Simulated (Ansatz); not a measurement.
# MgSiH (doublet): wave-function methods side by side at distance Mg2–H3 = 5.868 Å, 6-31G

The task here is to estimate one member of a computed series from the others.

The runs use Ansatz 0.2.0, Gaussian basis; 6-31G, core rule «outside noble gas», up to 10 orbitals frozen.

Plan: UHF; CCSD(T) on ROHF; CCSD(T) on UHF; BCCD(T) on ROHF; CISD as a restricted active space (open shells left free, so some higher excitations enter); CCSDT(Q) on ROHF; CCSDT(Q) on UHF; CISDTQ; CCSDTQ on ROHF; CCSDTQ on UHF; CASSCF and MRCISD+Q, 3 electrons in 3 orbitals; CASSCF and NEVPT2, 3 electrons in 3 orbitals; CASSCF and MRCISD+Q, 7 electrons in 9 orbitals; CASSCF and NEVPT2, 7 electrons in 9 orbitals; Full CI; Full CI in the symmetry of the determinant.

25 further runs of the same task are left out: 19 that didn't finish, 6 set aside as unsound or not needed. Runs told in other sessions of the task aren't counted.

**What is computed**

The geometry derives from a PBE0/def2-TZVP stationary point (not a proven minimum). One bond is set to the value named and the two fragments are kept rigid.

3 atoms, charge 0, spin multiplicity 2.

Atoms are counted from 1 here; the program's logs count them from 0.

Bond lengths: Si1–Mg2 2.611 Å.

Set-up of the first run:

File in.yaml:

```yaml
crystal:
  periodic: [false, false, false]
  atoms:
    - {symbol: Si, position_ang: [0.000000, 0.000000, 3.696397]}
    - {symbol: Mg, position_ang: [0.000000, 0.000000, 1.085802]}
    - {symbol: H, position_ang: [0.000000, 0.000000, -4.782198]}
basis:
  gaussian: {orbitals: 6-31G}
magnetization: {spin_polarized: true, initial_magnetization: 1}
hamiltonian: {xc: hf}
output: {orbitals: {seedname: orbitals}}
```

Started as:

```sh
$ ansatz run in.yaml --threads 1 --pin off --events-out ev --progress --plain --max-ram 2393MiB
```

Among the steps run: UHF; CCSD(T) on ROHF; CCSD(T) on UHF; BCCD(T) on ROHF; CISD as a restricted active space (open shells left free, so some higher excitations enter); CCSDT(Q) on ROHF; CCSDT(Q) on UHF; CISDTQ; CCSDTQ on ROHF; CCSDTQ on UHF; CASSCF and MRCISD+Q, 3 electrons in 3 orbitals; CASSCF and NEVPT2, 3 electrons in 3 orbitals; CASSCF and MRCISD+Q, 7 electrons in 9 orbitals; CASSCF and NEVPT2, 7 electrons in 9 orbitals; Full CI; Full CI in the symmetry of the determinant.

One of the session's tables, all rows but one given; the rest of the session is left out.

It belongs to the step «Misses and costs». 

| method | from FCI (meV) |
| --- | --- |
| UHF | +1411.8 |
| UMP2 | +691.4 |
| UCCSD | +102.6 |
| UCCSD(T) | +45.1 |
| UCCSDT | +3.5 |
| UCCSDT(Q) | -1.5 |
| UCCSDTQ | -1.1 |
| CASSCF pair | +2015.3 |
| NEVPT2 pair | +746.6 |
| MRCISD pair | +181.6 |
| MRCISD+Q pair | -100.8 |
| CASSCF valence | +472.3 |
| NEVPT2 valence | +144.0 |
| MRCISD valence | +7.9 |
| MRCISD+Q valence | ? |
| FCI | 0 |

**Question.** Estimate the row for MRCISD+Q valence.

**Answer.** from FCI (meV): -1.2. In the column «from FCI (meV)» it lies between UCCSDT(Q) (-1.5) and UCCSDTQ (-1.1).

Left out of the table: ROHF, RMP2, CISD, RCCSD, RCCSD(T), BCCD(T), RCCSDT, CISDTQ, RCCSDT(Q), RCCSDTQ (another determinant or state than the rows shown).

Limits of these values: The report flags that the cluster equations may have other roots. The determinant of CCSDT(Q) (⟨S²⟩ 2.47) is far from a pure spin state, so its energy mixes those of several spin states; high orders of coupled cluster remove much of that, low ones don't. The determinant of CCSDTQ (⟨S²⟩ 2.47) is far from a pure spin state, so its energy mixes those of several spin states; high orders of coupled cluster remove much of that, low ones don't. MRCISD+Q pair falls below full CI: the +Q correction isn't variational, and the cores differ from full CI's. Levels on UHF freeze UHF's core orbitals, full CI those of ROHF, so the U rows can settle a little off it for that reason alone.
